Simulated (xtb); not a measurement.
AlF3, SMILES [F][Al]([F])[F]. All values are semi-empirical tight-binding results from xtb (GFN2-xTB unless named), good for trends rather than for accurate numbers. Geometry optimised at GFN2-xTB. The isomer is the one that the SMILES or the coordinates give; other isomers of the formula were not compared.

Optimised geometry:

```xyz
4

Al     0.0000     0.0000     0.0000
F     -1.6315     0.0000     0.0000
F      0.8157     1.4129     0.0000
F      0.8157    -1.4129     0.0000
```
Charge 0, spin multiplicity 1.

For metal compounds this method's bond lengths and energies can be far off.

Computed properties:
| Quantity | Result |
|---|---|
| point group as xtb finds it | D3h |
| orbital gap | 5.53 eV |
| zero-point energy | 4.4 kcal/mol |
| G − E(el) at 298.15 K (modified RRHO) | -12.1 kcal/mol |

Computed atomic charges and the Wiberg bond orders between heavy atoms:
charges (e) Al1 0.62, F2 -0.21, F3 -0.21, F4 -0.21. Bond orders Al1–F2 1.28, Al1–F3 1.28, Al1–F4 1.28.
